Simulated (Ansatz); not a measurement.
# CCl₂ (triplet): from Hartree-Fock to the top rungs, def2-TZVPP

The task here is to estimate one member of a computed series from the others.

Computed with Ansatz 0.2.0, Gaussian basis. Level: def2-TZVPP, core rule «outside noble gas», up to 11 orbitals frozen.

To be run: UHF; ROHF; CCSD(T) on UHF.

2 further runs of the same task are left out: 2 set aside as unsound or not needed.

## What is computed

The geometry is a PBE0/def2-TZVP stationary point (not a proven minimum) of the parent state, kept for this charge and spin.

3 atoms, charge 0, spin multiplicity 3.

Atoms are counted from 1 here; the program's logs count them from 0.

Bond lengths: C1–Cl2 1.708 Å, C1–Cl3 1.708 Å. Angles: Cl2–C1–Cl3 109.5°.

As a file:

```xyz
3

C     0.00000   -0.84302    0.00000
Cl    0.00000    0.14280   -1.39495
Cl    0.00000    0.14280    1.39495
```

The first run:

in.yaml reads:

```yaml
crystal:
  periodic: [false, false, false]
  atoms:
    - {symbol: C, position_ang: [0.000000, -0.843023, 0.000000]}
    - {symbol: Cl, position_ang: [0.000000, 0.142799, -1.394946]}
    - {symbol: Cl, position_ang: [0.000000, 0.142799, 1.394946]}
basis:
  gaussian: {orbitals: def2-TZVPP}
magnetization: {spin_polarized: true, initial_magnetization: 2}
hamiltonian: {xc: hf}
output: {orbitals: {seedname: orbitals}}
```

The run is started by

```sh
$ ansatz run in.yaml --threads 1 --pin off --events-out ev --progress --plain --max-ram 4096MiB --backend cpu
```

Steps of the session up to this table: UHF; ROHF; CCSD(T) on UHF.

One of the session's tables, all rows but one given; the rest of the session is left out.

```
  method  from UCCSD(T) (meV)
    ROHF             +15012.5
     UHF             +14834.7
    UMP2                    ?
   UCCSD               +665.1
UCCSD(T)                    0
```

Q: Estimate the row for UMP2 from the others.

**Answer.** from UCCSD(T) (meV): +1766.1. In the column «from UCCSD(T) (meV)» it lies between UCCSD (+665.1) and UHF (+14834.7).
